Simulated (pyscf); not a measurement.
Thermochemistry of product channels of H₃Ge–AsH₂ + H₂O on the singlet surface, in kJ/mol, from ωB97M-D3(BJ)/def2-TZVP energies (ideal gas, 1 atm, RRHO with modes under 100 cm⁻¹ raised to 100, one conformer, R ln 2 for chiral ones without a mode under 150 cm⁻¹). Optimised with ωB97X-D3(BJ)/def2-SVP in PySCF.

```json
[
 {"products": "HO–AsH–GeH₃ + H₂", "ΔE": "+57.9", "ΔH(298 K)": "+46.5", "ΔG(298 K)": "+54.2", "ΔG(600 K)": "+60.3"},
 {"products": "HO–GeH₂–AsH₂ + H₂", "ΔE": "-0.3", "ΔH(298 K)": "-11.9", "ΔG(298 K)": "-4.7", "ΔG(600 K)": "+0.8"}
]
```

These are energies of the channels, which say nothing of barriers. Elements up to Kr have no core potential and no relativistic terms here.
